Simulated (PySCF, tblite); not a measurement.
Isomers of C4H6NO (doublet state), one GFN2-xTB conformer each. Single-point energies are computed at B3LYP/pcH-1 (PySCF, gas phase, no added dispersion term), electronic only. GFN2-xTB treats the open shell by occupation alone, and not every SCF solution was tested for stability.

```tsv
SMILES	GFN2-xTB relative energy (kJ/mol)
[H]/N=[C]/CC(C)=O	53.1
C[C@H]1[CH]ON=C1	62.7
C[C]1C=NOC1	0.0
```

Conformers: `[H]/[N:6]=[C:5]/[CH2:4][C:2]([CH3:1])=[O:3]` (doublet state) with C1–C2–C4–C5 70°, C2–C4–C5–N6 -29°.

Problem. What does B3LYP/pcH-1 give for the same structures?

Solution. 
```tsv
SMILES	B3LYP/pcH-1 E (Eh)	B3LYP/pcH-1 (kJ/mol)	GFN2-xTB (kJ/mol)	point group
[H]/N=[C]/CC(C)=O	-285.95587	0.0	53.1	C1
C[C]1C=NOC1	-285.93271	60.8	0.0	Cs
C[C@H]1[CH]ON=C1	-285.90723	127.7	62.7	C1
```

GFN2-xTB puts C[C]1C=NOC1 lowest instead; measured from each level's own lowest isomer, the values differ by up to 65.0 kJ/mol (C[C@H]1[CH]ON=C1: 62.7 against 127.7). As drawn, the lowest has an N–H bond, which the highest lacks; the highest has an N–O linkage, which the lowest lacks.

Problem. What happens when harmonic zero-point energies from GFN2-xTB frequencies are added?

Solution. 
| SMILES | ZPE (kJ/mol) | electronic (kJ/mol) | with ZPE (kJ/mol) |
| --- | --- | --- | --- |
| [H]/N=[C]/CC(C)=O | 238.8 | 0.0 | 0.0 |
| C[C]1C=NOC1 | 244.0 | 60.8 | 66.0 |
| C[C@H]1[CH]ON=C1 | 242.1 | 127.7 | 131.0 |

The zero-point energies span 5.2 kJ/mol. The order is unchanged.
